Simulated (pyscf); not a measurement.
`[CH]#[CH]` + `[FH]` -> `[CH2]=[CH][F]` (addition across a multiple bond or ene-type step; singlet surface; F–H broken, C–H, C–F formed). Optimised with ωB97X-D3(BJ)/def2-SVP in PySCF. MP2 and CC: frozen core, UHF for open shells. ΔMP2 is the change of the MP2 total energy from the triple- to the quadruple-zeta basis. Energies in kcal/mol from the separated reactants.

| level | barrier | reaction energy |
|---|---|---|
| PBE/def2-TZVP | 35.9 | -35.6 |
| r²SCAN/def2-TZVP | 39.8 | -35.9 |
| PBE0-D3(BJ)/def2-TZVP | 41.8 | -36.8 |
| M06-2X/def2-TZVP | 48.8 | -31.3 |
| MP2/def2-QZVPP | ? | -23.5 |
| CCSD/def2-TZVPP | 55.2 | -27.3 |
| CCSD(T)/def2-TZVPP + ΔMP2(QZVPP) | ? | ? |

### Question
Fill in the missing entries.

### Answer

- MP2/def2-QZVPP, barrier: 53.5
- CCSD(T)/def2-TZVPP + ΔMP2(QZVPP), barrier: 51.7
- CCSD(T)/def2-TZVPP + ΔMP2(QZVPP), reaction energy: -26.5

On the reactant side the descent ends in a complex, 5.3 kcal/mol under the separated species and 50.7 kcal/mol under the saddle at ωB97X-D3(BJ)/def2-TZVP. At ωB97X-D3(BJ) the barrier from the zero used here is 45.4 kcal/mol. One saddle was located; it need not be the lowest between these sides. The CCSD(T) − MP2 part came from Ansatz, without density fitting, on the same reference.
